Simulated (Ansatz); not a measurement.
Results of r²SCAN+rVV10 (PAW; Ansatz, a first-principles code) for body-centred tetragonal In.

Settings: plane-wave cutoff 560 eV, 24×24×24 k mesh, Fermi–Dirac smearing 0.05 eV, scalar-relativistic PAW data made under PBE.

Response to compression and expansion:

Shape and atoms are relaxed at each volume.

```tsv
V (Å³/atom)	P (GPa)	c (Å)	a (Å)
24.640	2.08	4.864	3.183
25.153	0.98	4.904	3.203
25.666	0.00	4.943	3.223
26.179	-0.87	4.977	3.244
26.693	-1.63	5.017	3.262
```

Note: the bulk modulus comes from volumes at which shape and atoms were relaxed.
